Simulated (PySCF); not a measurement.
Method: PBE0/[Si def2-TZVP, F def2-TZVP], no relativity, density fitting, PySCF. Open shells, if any, are unrestricted.

Question: What spin state, shape and geometry does isolated SiF2 take (every ligand bound to Si)?

Answer: Counting electrons, silicon keeps 2 of its valence electrons outside its bonds, so the VSEPR class is AX2E1 and the expected shape is bent (C2v), as computed. The lowest minimum found is a singlet of C2v symmetry with Si–F 1.601 Å (×2); F–Si–F 100.6°. Its harmonic wavenumbers are 337 (a1), 855 (a1), 871 (b2) cm⁻¹ and its dipole moment is 1.09 D.
